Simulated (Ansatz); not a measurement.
## Ansatz (development build ahead of 0.2.0) run

```yaml
crystal:
  periodic: [false, false, false]
  atoms:
    - { symbol: C, position_ang: [0.0, 0.01579, -0.69024] }
    - { symbol: C, position_ang: [0.0, -0.04213, 0.79043] }
    - { symbol: H, position_ang: [0.93375, 0.01477, 1.35575] }
    - { symbol: H, position_ang: [-0.93375, 0.01477, 1.35575] }
    - { symbol: H, position_ang: [0.0, 1.06006, -1.066] }
    - { symbol: H, position_ang: [0.89143, -0.46576, -1.12334] }
    - { symbol: H, position_ang: [-0.89143, -0.46576, -1.12334] }
basis:
  gaussian: { orbitals: cc-pVTZ }
magnetization:
  spin_polarized: true
  initial_magnetization: 1
hamiltonian:
  xc: hf
correlation:
  method: mp2
  frozen_orbitals: { C: 1, H: 0 }
```

The input is written out in the form of the current development build from the run's settings.

Output:

```yaml
Converged: yes
Reference_energy: -78.62693 hartree
Correlation_energy: -0.33098 hartree
Total_energy: -78.95791 hartree
Spin_squared_of_the_determinant: 0.764
```
